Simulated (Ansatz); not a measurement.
**Predicting a hybrid from its neighbours: C2H2 (acetylene)**

C2H2 has 4 atoms, charge 0, and is taken as a singlet. As SMILES, `C#C`. The shape is that of a PBE0-D4/def2-TZVP optimisation.

The electronic atomisation energy y, in eV, basis def2-TZVPPD; a is the functional's share of exact exchange. Programs: Ansatz 0.2.0.

| functional | program | a | y (eV) |
| --- | --- | --- | --- |
| BLYP | Ansatz | 0 | 17.56 |
| PBE | Ansatz | 0 | 17.98 |
| B3LYP | Ansatz | 0.2 | 17.48 |
| PBE0 | Ansatz | 0.25 | 17.53 |
| r2SCAN0 | Ansatz | 0.25 | ? |
| BHLYP | Ansatz | 0.5 | 16.82 |

**Question.** Fit y = c + s·a to the known rows and predict r2SCAN0.

**Answer.** 
1. Means of the 5 rows: a = 0.1900, y = 17.474.
2. Σ(Δa)² = 0.172, Σ(Δa·Δy) = -0.3118, so the slope is -0.3118/0.172 = -1.8128.
3. Intercept: 17.474 − (-1.8128) × 0.1900 = 17.818. The largest residual of the fit is 0.26.
4. r2SCAN0: 17.818 + (-1.8128) × 0.25 = 17.36 eV.

The run gave 17.10 eV, so the prediction is off by +0.26 eV, about the scatter of the fit. The rows mix families of semi-local functionals, which the line can't see.
